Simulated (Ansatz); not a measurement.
in.yaml

```yaml
crystal:
  periodic: [false, false, false]
  atoms:
    - {symbol: Si, position_ang: [0.000000, -0.169931, 0.583209]}
    - {symbol: O, position_ang: [0.000000, 0.223337, -1.099827]}
    - {symbol: H, position_ang: [0.000000, 1.189880, 1.207274]}
basis:
  gaussian: {orbitals: STO-3G}
magnetization: {spin_polarized: false, initial_magnetization: 3}
correlation: {method: sc_nevpt2, electrons: all, active_space: {window: {electrons: 11, orbitals: 7}}}
```

```sh
$ ansatz run in.yaml --threads 1 --pin off --events-out ev --progress --plain --max-ram 2393MiB
```

The program prints:

```
175 factors; integrals over basis functions are off by at most 2.3e-5 eV
mean field evaluation 1: about -9791.7310 eV, gradient 1.0e1 eV
mean field evaluation 2: about -9791.7617 eV, gradient 1.0e1 eV
mean field evaluation 4: about -9792.9441 eV, gradient 1.7e0 eV
mean field evaluation 8: about -9793.0051 eV, gradient 6.2e-4 eV
mean field evaluation 16: about -9792.9291 eV, gradient 2.6e-2 eV
mean field evaluation 32: about -9792.9355 eV, gradient 8.6e-2 eV
mean field evaluation 64: about -9793.0044 eV, gradient 8.6e-6 eV
mean field -9793.00441034 eV, -359.8862741433 hartree, gradient 8.6e-6 eV, S^2 3.750000; 7 other end points of the search recorded, 0 dependent functions left out
reference -9793.00441034 eV, -359.8862741433 hartree; 13, 10 occupied and 2, 5 virtual orbitals, 175 factors
state -9793.04206941 eV, -359.8876580886 hartree
state -9793.04206941 eV, -359.8876580886 hartree; corrected -9793.88658858 eV, -359.9186935955 hartree
Total energy: -9793.88658858 eV, -359.9186935955 hartree
```

Ran on 1 thread of Arm Neoverse V2, shared host: 0.15 s wall, 0.06 GiB peak host memory.
